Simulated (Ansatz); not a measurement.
Members of the series CXY, Y = H; each row names its spin state. Gas-phase values, no solvent. One relaxed conformer stands for each flexible species; it need not be the lowest. Strings in code marks are SMILES.

Quantity: adiabatic spin-state energy, in kcal/mol. The DFT solution of `[CH]F`, `[C-]#[N+][CH]` and `[CH2]` is unstable or spin-contaminated; the geometry comes from it.

Level 1: LDA/cc-pVTZ // PBE0-D3(BJ)/def2-TZVP (Ansatz, an electronic-structure program)
Level 2: PBE/cc-pVTZ // PBE0-D3(BJ)/def2-TZVP (Ansatz)
Level 3: r2SCAN/cc-pVTZ // PBE0-D3(BJ)/def2-TZVP (Ansatz)
Level 4: r2SCAN0/cc-pVTZ // PBE0-D3(BJ)/def2-TZVP (Ansatz)

```
species                                               level 1  level 2  level 3  level 4
----------------------------------------------------  -------  -------  -------  -------
`[CH]F`: multiplicity 3 minus multiplicity 1             11.4      ___     2.90     1.39
`[CH]N`: multiplicity 3 minus multiplicity 1              ___     31.5     26.0     24.5
`[C-]#[N+][CH]`: multiplicity 3 minus multiplicity 1    -4.04    -5.22    -10.6    -12.3
`[CH2]`: multiplicity 3 minus multiplicity 1            -14.3      ___    -22.2    -23.0
`[CH]C=O`: multiplicity 3 minus multiplicity 1            ___    -1.82      ___    -15.7
```

Q: Complete the blanks.

A: 
- `[CH]F`: multiplicity 3 minus multiplicity 1, level 2: 9.51
- `[CH]N`: multiplicity 3 minus multiplicity 1, level 1: 35.0
- `[CH2]`: multiplicity 3 minus multiplicity 1, level 2: -16.0
- `[CH]C=O`: multiplicity 3 minus multiplicity 1, level 1: 3.90
- `[CH]C=O`: multiplicity 3 minus multiplicity 1, level 3: -9.23
